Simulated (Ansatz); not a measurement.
Two isomers of C3H6S: A = `C1CSC1`, B = `C=CSC`.

Program: Ansatz. Geometries: PBE0-D4/def2-TZVP. ΔE: electronic, gas phase. CBS: MP2 limit from def2 TZ/QZ plus the TZ coupled-cluster correction, frozen cores. Functionals use def2-TZVPP. B3LYP here is the variant with VWN-RPA as its local correlation; programs differ in this. One conformer a species, not always the lowest.

**Question.** Which is lower in electronic energy at CCSD(T)/CBS, and by how much? (An estimate is asked.)

**Answer.** The calculation gave: A, by 9.6 kJ/mol.

**Question.** Give E(B) − E(A) in kJ/mol with PBE0-D4, B3LYP, CCSD(T)/def2-SVP, BLYP-D4, B3LYP-D4, LDA (SPW92), PBE-D4. (An estimate is asked.)

**Answer.** Computed: PBE0-D4 18.0, B3LYP -7.5, CCSD(T)/def2-SVP 12.5, BLYP-D4 -15.1, B3LYP-D4 -5.1, LDA (SPW92) 22.8, PBE-D4 7.2. The order is the other way round with B3LYP, BLYP-D4, B3LYP-D4.

**Question.** Does the order hold for the free energy at 298.15 K (harmonic terms from PBE0-D4)? (Best estimate.)

**Answer.** Ansatz gave: No: G(B) − G(A) = -5.2 kJ/mol, for one conformer each.

Largest T1 diagnostic: 0.011.

In def2-TZVPP, CCSD(T) changes the Hartree–Fock value by +12.7 kJ/mol (the triples alone add −1.4 kJ/mol) and MP2 by +18.2 kJ/mol. Leaving LDA and LC-ωPBE aside and taking each functional with its dispersion term where it has one, the values, not all of them listed here, spread over 39.2 kJ/mol, from BLYP-D4 to PBE-QIDH. LDA lies +16.9 kJ/mol from PBE without D4.
